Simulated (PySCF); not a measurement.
An unknown shows these calculated signals:

$^{1}$H NMR (500 MHz, computed): δ 1.49 (ttd, J = 9.2, 4.9, 4.9 Hz, 1H), 1.17 (m, 2H), 0.98 (m, 2H).

$^{13}$C{$^{1}$H} NMR (computed): δ 176.4 (C, d, J = 415.7 Hz), 14.3 (CH2, d, J = 2.3 Hz), 12.8 (CH, d, J = 88.7 Hz).

[PySCF 2.14.0 with density-fitted response routines: spin–spin couplings from B3LYP/pcJ-2 (spin–dipole term only in couplings to heteroatoms); PBE0-D3(BJ)/def2-TZVP geometry; GIAO B97-2/pcSseg-2 shieldings; single conformer; non-relativistic; isolated molecule; fast rotation and ring inversion assumed for equivalent nuclei]

References, each an isolated molecule treated in the same way: $^{1}$H (31.64 ppm), $^{13}$C (185.38 ppm) against TMS.

Task: Which of these does the molecule contain: an NH or NH2 group, a non-aromatic C=C double bond, a three-membered ring, a C≡C triple bond?

Result: 
- An NH or NH2 group: no.
- A non-aromatic C=C double bond: no.
- A three-membered ring: yes.
- A C≡C triple bond: no.

The data belong to SMILES O=C(F)C1CC1, C$_{4}$H$_{5}$FO; they needn't prove each group on their own.

Carbon signals by region: 1 in the far downfield region (above 160 ppm), 2 below 50 ppm. Above 160 ppm: 176.4, carbonyl carbon.

Common functionals overestimate the size of one-bond C–F couplings by tens of Hz; these are unscaled. Splittings below 1 Hz are ignored in the labels, and close J values are merged. Couplings among chemically equivalent protons are left out too, so labels in AA′BB′ or AA′XX′ sets are apparent multiplicities. Shifts are as computed. Against solution values, carbons near 30 ppm lie about +3 ppm off and those near 130 ppm about +7 ppm. Of 1211 compounds with measured shifts, 218 miss one by over three times the rms of a fit or turn the order of signals round; such compounds aren't used in these exercises. Only one conformer was computed, so three-bond couplings in flexible chains and rings are approximate.
